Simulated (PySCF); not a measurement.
## How the method moves the HOMO and LUMO of `FC1=C(F)CC1`

Species: C₄H₄F₂.
Geometry (PBE0-D3(BJ)/def2-SVP, Å), atoms numbered from 1 in this order:
```xyz
10
C4H4F2 angstrom
F      0.263    2.391   -0.285
C      0.207    1.082   -0.159
C      1.056    0.070   -0.362
F      2.303   -0.038   -0.771
C      0.079   -0.986    0.059
C     -0.918    0.198    0.286
H      0.339   -1.537    0.976
H     -0.228   -1.699   -0.723
H     -1.798    0.178   -0.376
H     -1.247    0.323    1.330
```

Basis pcSseg-2 throughout (PySCF), one geometry. Isolated species at its PBE0-D3(BJ)/def2-SVP geometry, gas phase.

Question: How do the orbital energies, the gap and the dipole change with the method?

Answer: 
```tsv
method	kind	HOMO (eV)	LUMO (eV)	gap (eV)	μ (D)	SCF cycles
BLYP	GGA	-5.65	-0.07	5.58	2.06	15
OPBE	GGA	-5.72	0.00	5.73	1.98	15
B97-D	GGA	-5.73	-0.04	5.69	2.05	15
PBE	GGA	-5.76	-0.12	5.63	2.04	15
KT2	GGA	-5.80	-0.09	5.71	2.08	15
KT3	GGA	-5.84	-0.24	5.59	2.05	15
BP86	GGA	-5.84	-0.21	5.64	2.05	14
LDA	LDA	-5.93	-0.36	5.57	2.18	14
B97-2	global hybrid	-6.76	0.67	7.44	2.19	12
B3LYP	global hybrid	-6.82	0.33	7.14	2.22	12
PBE0	global hybrid	-7.02	0.64	7.66	2.22	12
mPW1PW91	global hybrid	-7.04	0.60	7.64	2.22	12
BHandHLYP	global hybrid	-8.17	1.09	9.26	2.39	13
CAM-B3LYP	range-separated hybrid	-8.38	1.27	9.65	2.32	13
wB97X-D	range-separated hybrid	-8.84	2.35	11.19	2.25	14
LC-wPBE	range-separated hybrid	-9.69	2.41	12.10	2.32	12
HF	Hartree–Fock	-9.82	2.66	12.48	2.51	10
```

The HOMO spans 4.17 eV, from BLYP down to HF, and the gap runs from 5.57 eV (LDA) to 12.48 eV (HF). Over the methods BLYP (0 %), OPBE (0 %), B97-D (0 %), PBE (0 %), KT2 (0 %), KT3 (0 %), BP86 (0 %), LDA (0 %), B97-2 (21 %), B3LYP (20 %), PBE0 (25 %), mPW1PW91 (25 %), BHandHLYP (50 %), HF (100 %), a straight line through the gap against the share of exact exchange rises by 0.70 eV for each 10 % (correlation coefficient 0.997). The dipole ranges from 1.98 D (OPBE) to 2.51 D (HF). This basis has no diffuse functions.

The vertical ΔSCF ionisation energy at PBE0/def2-SVPD is 9.40 eV; −ε(HOMO) comes closest to it with LC-wPBE (9.69 eV).
